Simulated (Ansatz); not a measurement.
# CH3S (quartet): wave-function methods side by side, cc-pVDZ

The task here is to estimate one member of a computed series from the others.

Method: cc-pVDZ, core rule «outside noble gas», up to 6 orbitals frozen; program: Ansatz 0.2.0, Gaussian basis.

Plan: UHF; CCSD(T) on ROHF; CCSD(T) on UHF; BCCD(T) on ROHF; CISD as a restricted active space (open shells left free, so some higher excitations enter); CCSDT(Q) on ROHF; CCSDT(Q) on UHF; CASSCF and MRCISD+Q, 13 electrons in 11 orbitals; CASSCF and NEVPT2, 13 electrons in 11 orbitals.

19 further runs of the same task are left out: 10 that didn't finish, 9 set aside as unsound or not needed. Runs told in other sessions of the task aren't counted.

### What is computed

The geometry is a PBE0/def2-TZVP stationary point (not a proven minimum) of the parent state, kept for this charge and spin.

5 atoms, charge 0, spin multiplicity 4.

Atoms are counted from 1 here; the program's logs count them from 0.

Bond lengths: C1–S2 1.707 Å, C1–H3 1.078 Å, C1–H4 1.079 Å, S2–H5 1.342 Å. Angles: S2–C1–H3 122.0°, S2–C1–H4 116.9°, H3–C1–H4 121.1°, C1–S2–H5 98.1°.

The first run:

File in.yaml:

```yaml
crystal:
  periodic: [false, false, false]
  atoms:
    - {symbol: C, position_ang: [0.000000, 0.049608, 1.179588]}
    - {symbol: S, position_ang: [0.000000, -0.061689, -0.524179]}
    - {symbol: H, position_ang: [0.000000, 0.998979, 1.690196]}
    - {symbol: H, position_ang: [0.000000, -0.879228, 1.728954]}
    - {symbol: H, position_ang: [0.000000, 1.251603, -0.799831]}
basis:
  gaussian: {orbitals: cc-pVDZ}
magnetization: {spin_polarized: true, initial_magnetization: 3}
hamiltonian: {xc: hf}
output: {orbitals: {seedname: orbitals}}
```

Command:

```console
$ ansatz run in.yaml --threads 1 --pin off --events-out ev --progress --plain --max-ram 2393MiB
```

Among the steps run: UHF; CCSD(T) on ROHF; CCSD(T) on UHF; BCCD(T) on ROHF; CISD as a restricted active space (open shells left free, so some higher excitations enter); CCSDT(Q) on ROHF; CCSDT(Q) on UHF; CASSCF and MRCISD+Q, 13 electrons in 11 orbitals; CASSCF and NEVPT2, 13 electrons in 11 orbitals.

One of the session's tables, all rows but one given; the rest of the session is left out.

| method | from UCCSDT(Q) (meV) |
| --- | --- |
| ROHF | +7831.6 |
| UHF | +7542.0 |
| RMP2 | +1193.5 |
| UMP2 | +1245.6 |
| CISD | +808.4 |
| RCCSD | ? |
| UCCSD | +213.9 |
| RCCSD(T) | +37.0 |
| UCCSD(T) | +36.4 |
| BCCD(T) | +36.3 |
| RCCSDT | +12.0 |
| UCCSDT | +10.9 |
| RCCSDT(Q) | +0.9 |
| UCCSDT(Q) | 0 |
| CASSCF valence | +6081.7 |
| NEVPT2 valence | +1362.1 |
| MRCISD valence | +516.8 |
| MRCISD+Q valence | +47.1 |

Estimate the missing values for RCCSD.

As computed: from UCCSDT(Q) (meV): +220.3. In the column «from UCCSDT(Q) (meV)» it lies between UCCSD (+213.9) and MRCISD valence (+516.8).

To keep in mind: Restricted and unrestricted rows rest on different reference determinants; a gap between their highest levels can come from leftover correlation error, from unlike frozen cores or from another state.
